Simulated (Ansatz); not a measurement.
C₄H₉N (`NCC1CC1`) at its PBE0-D4/def2-TZVP geometry, where that method's forces vanish. The species carries charge 0 and has multiplicity 1.

```xyz
14

N    -0.6703    0.6382   -1.9714
C    -0.0596   -0.3720   -1.1231
C    -0.3609   -0.2639    0.3490
C     0.4267    0.6933    1.1906
C     0.6181   -0.7852    1.3528
H    -0.4362    1.5626   -1.6275
H    -1.6799    0.5650   -1.9314
H    -0.3689   -1.3548   -1.4940
H     1.0267   -0.3243   -1.2629
H    -1.4119   -0.3700    0.6057
H     1.2202    1.2516    0.7056
H    -0.0812    1.2338    1.9795
H     0.2395   -1.2562    2.2513
H     1.5378   -1.2179    0.9757
```

Task: What forces (eV/Å) does r2SCAN-D4/def2-TZVPP give on these atoms in the Gaussian-basis code of Ansatz? (Best estimate.)

Result: Computed: 
```
N1  -0.047  0.117 -0.206
C2   0.113 -0.164  0.024
C3  -0.165 -0.031 -0.024
C4   0.045  0.227  0.058
C5   0.105 -0.194  0.121
H6  -0.011  0.029  0.030
H7  -0.032  0.012  0.025
H8  -0.007 -0.002 -0.006
H9   0.008  0.007  0.008
H10 -0.003  0.001 -0.004
H11 -0.007 -0.010 -0.006
H12  0.007 -0.012 -0.008
H13  0.006  0.011 -0.009
H14 -0.012  0.010 -0.004
```
